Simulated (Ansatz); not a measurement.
A structure relaxed at PBE0-D4/def2-TZVP, charge 0, multiplicity 1:

Cartesian coordinates in Å:
```
C 0.5128 -1.5674 1.1233
C 0.4499 -0.6872 0.1225
N -0.6216 0.1062 -0.2148
C -0.3845 1.3742 -0.8591
H -0.3037 -1.7008 1.8249
H 1.3846 -2.1946 1.2416
H 1.2932 -0.5783 -0.5560
H -1.3587 0.1193 0.4734
H 0.0719 2.1276 -0.2014
H 0.2811 1.2266 -1.7128
H -1.3249 1.7744 -1.2416
```

Give its formula and SMILES.

C3H7N, `C=CNC`.

Summarise the bond lengths by kind.

1 × C–C 1.334 Å; 6 × C–H 1.080 to 1.099 Å; 2 × C–N 1.375 to 1.442 Å; 1 × H–N 1.008 Å.

Results of the Gaussian-basis code of Ansatz.
